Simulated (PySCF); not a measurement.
Input of a run (PBE0-D3(BJ)/def2-SVP geometry optimisation, gas phase (PySCF 2.14.0)), started from GFN2-xTB:
```
{"job": {"xc": "PBE0", "basis": "def2-SVP", "d3": "d3bj", "grid": 1, "kind": "geom"}, "charge": 0, "multiplicity": 1}
C      2.427031     0.063469     0.175134
C      1.130441     0.739165     0.486885
C     -0.056188     0.271771     0.149185
C     -1.462664     0.769920     0.353430
C     -1.976611    -0.480245    -0.384562
C     -0.526371    -0.958599    -0.582646
H      3.058034     0.716693    -0.427379
H      2.967566    -0.160398     1.094658
H      2.259112    -0.862896    -0.367285
H      1.202778     1.674979     1.027195
H     -1.682050     1.717349    -0.138770
H     -1.767760     0.846023     1.396959
H     -2.585034    -1.141830     0.227887
H     -2.509215    -0.269046    -1.309236
H     -0.282380    -1.900135    -0.090644
H     -0.204286    -1.017274    -1.622222
```

Output (energies in Eh, forces in Eh/bohr):
```
step   0  E = -234.16656960  max force = 0.016405
step   1  E = -234.16826042  max force = 0.002232
step   2  E = -234.16827774  max force = 0.000547
step   3  E = -234.16827600  max force = 0.000590
step   4  E = -234.16827962  max force = 0.000132
optimisation converged
```

**Question.** Summarise the run.

**Answer.** The energy falls by 4.5 kJ/mol over 5 energy and gradient evaluations, the largest force component goes from 0.0164 to 1.3e-04 Eh/bohr, and the atoms move by 0.023 Å rms after alignment. Among the bonds, C2=C3, C1–H7, C1–H8, C1–H9, C2–H10, C6–H15 and C6–H16 change most and about equally (+0.013 to +0.014 Å). Bonds longer at the end by more than 0.005 Å: 15 of 16; shorter: 0. The energy rose by more than 1e-6 Eh at step 3. The first step brought 99 % of the lowering.

**Question.** What are the final bond lengths?

**Answer.** C1–C2 1.493 Å, C2=C3 1.333 Å, C3–C4 1.515 Å, C4–C5 1.550 Å, C5–C6 1.550 Å, C3–C6 1.516 Å, C1–H7 1.103 Å, C1–H8 1.103 Å, C1–H9 1.100 Å, C2–H10 1.097 Å, C4–H11 1.102 Å, C4–H12 1.102 Å, C5–H13 1.099 Å, C5–H14 1.099 Å, C6–H15 1.103 Å, C6–H16 1.103 Å. Numbering counts from 1 in the input's order; the species is ethylidenecyclobutane (`CC=C1CCC1`).

The run used 134 basis functions and 28 SCF cycles in all.

Whether it is a minimum is left open (no frequencies).
